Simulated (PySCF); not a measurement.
# Spin-rotation constants: SMILES C(P(C#C)N)=C, C₄H₆NP

Cartesian coordinates in Å; atom numbers follow the order of the lines, from 1:
```xyz
12

C     2.6509   -0.9409    0.1867
C     1.6240   -0.5757   -0.3217
P     0.1783    0.0163   -1.1903
N     0.0224    1.6037   -0.5914
C    -1.0001   -0.8243   -0.0774
C    -2.0118   -0.2260    0.5289
H     3.5322   -1.2714    0.6561
H     0.2887    1.7345    0.3784
H     0.4528    2.3091   -1.1732
H    -0.8464   -1.8940    0.0061
H    -2.1791    0.8337    0.4234
H    -2.7105   -0.7659    1.1483
```

Method used: GIAO B97-2/pcSseg-1 magnetisability, rotational g tensor and spin-rotation constants, non-relativistic, gas phase (PySCF 2.14.0). Geometry: GFN2-xTB.

Task: Give the nuclear spin-rotation constants along the inertial axes (H = +C I·J) beside the isotropic shieldings.

Result: Rotational constants 4.6015, 2.1701, 1.7642 GHz. A star marks the isotopologue with that one atom substituted, in its own axes.
| atom | isotope | Caa (kHz) | Cbb (kHz) | Ccc (kHz) | mean (kHz) | σ (ppm) |
| --- | --- | --- | --- | --- | --- | --- |
| P3 | 31P | 7.388 | 3.412 | 2.513 | 4.438 | 339.2 |
| N4 | 14N | 0.215 | 0.112 | 0.057 | 0.128 | 227.1 |
| H7 | 1H | -0.027 | -0.205 | -0.172 | -0.135 | 29.2 |
| H8 | 1H | -0.560 | -0.231 | 0.009 | -0.261 | 30.4 |
| H9 | 1H | -0.519 | 0.033 | -0.211 | -0.233 | 30.1 |
| H10 | 1H | -0.402 | 0.152 | -0.161 | -0.137 | 25.3 |
| H11 | 1H | -0.356 | 0.105 | -0.145 | -0.132 | 25.7 |
| H12 | 1H | -0.184 | 0.066 | -0.184 | -0.101 | 25.8 |
| C1 | 13C* | 0.782 | 0.641 | 0.540 | 0.654 | 90.6 |
| C2 | 13C* | 0.383 | 0.740 | 0.587 | 0.570 | 96.3 |
| C5 | 13C* | 1.378 | 1.080 | 0.373 | 0.944 | 41.0 |
| C6 | 13C* | 1.281 | 0.993 | 0.298 | 0.858 | 61.7 |

For the geometry as given, no vibrational averaging.

Task: How do the rotational constants and the g tensor change when H7, H8, H9, H10, H11, H12 are replaced by deuterium?

Result: Constants 3.8891, 1.9119, 1.5365 GHz; g -0.0197, -0.0154, -0.0040, against -0.0228, -0.0173, -0.0049 before.
